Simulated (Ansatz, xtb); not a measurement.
**Two isomers of FH3PSi−**

We compare a, `F[P-][SiH3]`, a singlet, with b, `F[SiH-]P`, a singlet. Both are isolated ions in the gas phase, relaxed with BLYP-D3(BJ)/def2-SVPD; the shapes shown needn't be the lowest conformers.

a (Å):

```xyz
6

F     2.1650    1.1804    0.9973
P     2.3307    0.3769   -0.5905
Si    0.3196   -0.5542   -0.7223
H    -0.1155   -1.6181    0.2920
H     0.3224   -1.2870   -2.0553
H    -0.9413    0.3163   -0.7732
```

b (Å):

```xyz
6

F     0.4927   -0.6463   -1.3341
P     0.5136   -0.2977    1.8156
Si   -0.4147    0.4626   -0.2982
H     0.6655    1.6017   -0.2790
H     0.2157    0.9330    2.5152
H    -0.6605   -0.9489    2.3596
```

Question: Which of the two would you expect CCSD(T)/def2-SVPD + ΔMP2/def2-TZVPPD electronic energies to favour?

Answer: Structure b; the calculation gives E(b) − E(a) = −98.3 kJ/mol.

The same difference at several levels:

```csv
level,geometry,E(b) − E(a) (kJ/mol),departure from the last row (kJ/mol),"job, with rough time for the two"
GFN2-xTB,GFN2-xTB,−3.2,+95.1,"optimisation, 0.34 s"
HF/STO-3G,GFN2-xTB,−95.3,+3.0,"single point, 0.18 s"
r2SCAN-D4/def2-SVPD,GFN2-xTB,−79.0,+19.3,"single point, 2.1 s"
BLYP-D3(BJ)/def2-SVPD,BLYP-D3(BJ)/def2-SVPD,−99.6,−1.3,"optimisation, 13 s"
HF/def2-SVPD,BLYP-D3(BJ)/def2-SVPD,−92.4,+5.9,part of the CCSD(T) run
MP2/def2-SVPD,BLYP-D3(BJ)/def2-SVPD,−103.4,−5.1,part of the CCSD(T) run
CCSD(T)/def2-SVPD,BLYP-D3(BJ)/def2-SVPD,−104.5,−6.2,single point
CCSD(T)/def2-SVPD + ΔMP2/def2-TZVPPD,BLYP-D3(BJ)/def2-SVPD,−98.3,,"single point, 15 s"
```

As drawn, b has 1 F–Si, 2 P–H in place of 1 F–P, 2 Si–H.

None of the levels shown reverses the order. The largest departure from CCSD(T)/def2-SVPD + ΔMP2/def2-TZVPPD is that of GFN2-xTB, 95.1 kJ/mol. The last row adds to CCSD(T) the change of the MP2 difference between the two basis sets, here +6.2 kJ/mol.

With harmonic frequencies from BLYP-D3(BJ)/def2-SVPD (ideal gas, rigid rotor, one conformer each, 200 K, 1 atm): on the last row, ΔE + ΔZPE = −97.4, ΔH = −97.2, ΔG = −97.7 kJ/mol.

The correlated steps freeze 11 core orbitals. Mirror images aren't counted in ΔG. Programs: Ansatz 0.2.0, xtb 6.7.1; the last row on 1 thread of Intel(R) Xeon(R) 6975P-C (Granite Rapids) on a shared host.
